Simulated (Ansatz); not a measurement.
A Zr₈Si₁₃ cell: a crystal with Si atoms taken out, relaxed.

```
Zr Si
1.0
     7.42342    0.02637    0.00157
     1.82929   -7.29376    0.05508
     3.71015    0.06714   -7.31693
Zr Si
8 13
Direct
  0.10800 0.79911 0.87288
  0.36817 0.79478 0.37919
  0.61834 0.78934 0.87273
  0.85386 0.79667 0.37011
  0.63261 0.20842 0.62526
  0.88572 0.20360 0.12488
  0.14040 0.20601 0.63441
  0.38523 0.21172 0.12709
  0.28988 0.08014 0.88818
  0.53200 0.11188 0.37722
  0.78353 0.11119 0.87087
  0.04820 0.08185 0.36569
  0.46603 0.89659 0.62429
  0.70671 0.90462 0.12355
  0.96127 0.88826 0.62051
  0.42194 0.50639 0.88320
  0.67990 0.50195 0.37509
  0.93876 0.49682 0.88619
  0.31688 0.50086 0.62960
  0.57066 0.50112 0.12179
  0.06324 0.50675 0.11852
```

Computed with DFT r2SCAN, scalar-relativistic, plane waves, PAW (Ansatz).

Settings: cutoff 500 eV, Γ-centred mesh 4×4×5 on the computed 21-atom cell, Gaussian smearing of 0.10 eV; no spin polarisation.

Problem. Describe its local order.

Solution. Counting as bonded all pairs within 1.2 times the summed covalent radii:

```json
{"atom → neighbour": "Si → Si", "mean count": "2.15", "mean length (Å)": "2.48", "spread (Å)": "0.10"}
{"atom → neighbour": "Si → Zr", "mean count": "5.08", "mean length (Å)": "2.79", "spread (Å)": "0.09"}
{"atom → neighbour": "Zr → Si", "mean count": "8.25", "mean length (Å)": "2.79", "spread (Å)": "0.09"}
{"atom → neighbour": "Zr → Zr", "mean count": "6.00", "mean length (Å)": "3.63", "spread (Å)": "0.10"}
```

Angles between all pairs of such bonds at an atom (mean ± spread): 98 ± 30° at Si, 94 ± 36° at Zr.

Problem. Does it have a gap?

Solution. It has no gap on the mesh. Levels at Γ next to the Fermi level (eV from it): -1.27, -0.93, -0.72, -0.67, -0.52, -0.15, 0.03, 0.58, 0.96, 1.30, 1.52, 1.62. It lies 0.51 eV/atom below the elements' standard states (static lattices, no corrections for gases).

The final mesh leaves forces up to 0.28 eV/Å and stresses up to 0.6 GPa: the relaxation ran on a coarser mesh, so the cell's shape, its bonds and its energy belong partly to that mesh.

Cost: 2 runs of about 7.1 core-minutes in all (earlier runs that led there not counted), on Intel Xeon 6975P-C (Granite Rapids) (shared hosts).